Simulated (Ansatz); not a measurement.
**Tin, alpha-Sn (diamond): convergence with Methfessel-Paxton smearing**

Computed with Ansatz, r²SCAN, scalar-relativistic PAW, on the relaxed cell (a = 6.568 Å; spin not included). Errors count from a run at 500 eV on a Γ-centred 14×14×14 mesh with Fermi-Dirac smearing of 0.1 eV, extrapolated to zero width. Fixed here: cutoff 500 eV, mesh 8×8×8. The SCF starts from atomic densities corrected by a trained network.

```csv
width (eV),E(σ→0) error (meV/atom),F error (meV/atom),P (GPa),SCF iterations
0.01,4.0,4.0,-0.04,6
0.03,4.0,4.0,-0.04,6
0.1,4.0,3.9,-0.03,6
0.3,4.2,4.3,-0.02,6
0.6,3.6,5.7,0.00,7
1.0,5.0,22.3,-0.12,7
```

**Question.** What does the run at 0.2 give (width)?

**Answer.** E(σ→0) error (meV/atom): 3.9; F error (meV/atom): 4.0; P (GPa): -0.04; SCF iterations: 6.
